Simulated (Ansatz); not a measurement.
**NaSbP2S6 (P2₁/c, No. 14; cell taken from a computed entry)**

These are r²SCAN (PAW; Ansatz, an electronic-structure program) values and carry that method's errors.

Run with plane-wave cutoff 560 eV, 4×6×4 k mesh (along the axes of the cell as run), Fermi–Dirac smearing 0.01 eV, scalar-relativistic PAW data made under PBE.

Cell (relaxed with PBEsol):

```yaml
crystal:
  lattice:
    - [11.16171, 0.00000, 0.03448]
    - [0.00000, 7.19505, 0.00000]
    - [-3.75378, 0.00000, 10.91245]
  atoms:
    - { symbol: Na, position: [0.40627, 0.10921, 0.62049] }
    - { symbol: Na, position: [0.59373, 0.89079, 0.37951] }
    - { symbol: Na, position: [0.59373, 0.60921, 0.87951] }
    - { symbol: Na, position: [0.40627, 0.39079, 0.12049] }
    - { symbol: Sb, position: [0.87087, 0.14799, 0.17510] }
    - { symbol: Sb, position: [0.12913, 0.85201, 0.82490] }
    - { symbol: Sb, position: [0.12913, 0.64799, 0.32490] }
    - { symbol: Sb, position: [0.87087, 0.35201, 0.67510] }
    - { symbol: P, position: [0.24253, 0.89925, 0.16472] }
    - { symbol: P, position: [0.75747, 0.10075, 0.83528] }
    - { symbol: P, position: [0.75747, 0.39925, 0.33528] }
    - { symbol: P, position: [0.24253, 0.60075, 0.66472] }
    - { symbol: P, position: [0.75318, 0.87574, 0.70101] }
    - { symbol: P, position: [0.24682, 0.12426, 0.29899] }
    - { symbol: P, position: [0.24682, 0.37574, 0.79899] }
    - { symbol: P, position: [0.75318, 0.62426, 0.20101] }
    - { symbol: S, position: [0.17614, 0.50732, 0.92166] }
    - { symbol: S, position: [0.82386, 0.49268, 0.07834] }
    - { symbol: S, position: [0.82386, 0.00732, 0.57834] }
    - { symbol: S, position: [0.17614, 0.99268, 0.42166] }
    - { symbol: S, position: [0.34278, 0.80938, 0.77737] }
    - { symbol: S, position: [0.65722, 0.19062, 0.22263] }
    - { symbol: S, position: [0.65722, 0.30938, 0.72263] }
    - { symbol: S, position: [0.34278, 0.69062, 0.27737] }
    - { symbol: S, position: [0.12288, 0.31269, 0.19195] }
    - { symbol: S, position: [0.87712, 0.68731, 0.80805] }
    - { symbol: S, position: [0.87712, 0.81269, 0.30805] }
    - { symbol: S, position: [0.12288, 0.18731, 0.69195] }
    - { symbol: S, position: [0.42440, 0.21794, 0.36812] }
    - { symbol: S, position: [0.57560, 0.78206, 0.63188] }
    - { symbol: S, position: [0.57560, 0.71794, 0.13188] }
    - { symbol: S, position: [0.42440, 0.28206, 0.86812] }
    - { symbol: S, position: [0.68528, 0.50008, 0.46019] }
    - { symbol: S, position: [0.31472, 0.49992, 0.53981] }
    - { symbol: S, position: [0.31472, 0.00008, 0.03981] }
    - { symbol: S, position: [0.68528, 0.99992, 0.96019] }
    - { symbol: S, position: [0.05891, 0.80753, 0.10568] }
    - { symbol: S, position: [0.94109, 0.19247, 0.89432] }
    - { symbol: S, position: [0.94109, 0.30753, 0.39432] }
    - { symbol: S, position: [0.05891, 0.69247, 0.60568] }
```

```
Item                                           Value
-------------------------------------------  -------
band gap                                     2.21 eV
smallest direct gap on the k points sampled  2.33 eV
direct gap at Γ                              2.42 eV
```

Note: cell and atoms aren't relaxed at this level (largest force component 0.24 eV/Å, pressure 0.8 GPa).

Spin–orbit coupling is not included.

The computed numbers hold no vibrational or temperature effects.
